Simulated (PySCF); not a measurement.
Isomers of [C5H10N]+ (charge +1), one GFN2-xTB conformer each. Single-point energies are computed at PBE0/def2-SVPD (PySCF, gas phase, no added dispersion term), electronic only.

**Question.** Rank them by PBE0/def2-SVPD energy, lowest first (kJ/mol).
A. `[CH2:1]=[CH:2][C@H:3]1[CH2:4][CH2:5][NH2+:6]1` (charge +1) with C1–C2–C3–C4 30°, C2–C3–C4–C5 128°, C3–C4–C5–N6 -11°, C4–C5–N6–C3 12°, C2–C3–N6–C5 -134°
B. `[CH3:1][C:2]#[C:3][CH2:4][NH2+:5][CH3:6]` (charge +1) with C3–C4–N5–C6 180°

**Answer.** A (0.0), B (52.0).

As drawn, the lower has a four-membered ring, which the higher lacks. GFN2-xTB itself gives, in the same order: 0.0, 32.2. Both levels put the same isomer lowest.

**Question.** Which frontier levels and rotational constants go with these structures?

**Answer.** 
```csv
SMILES,"HOMO (eV, PBE0/def2-SVPD)",LUMO (eV),"A, B, C (MHz)"
C=C[C@H]1CC[NH2+]1,-12.21,-4.76,"7899, 2549, 2147"
CC#CC[NH2+]C,-11.70,-4.57,"17879, 1236, 1189"
```
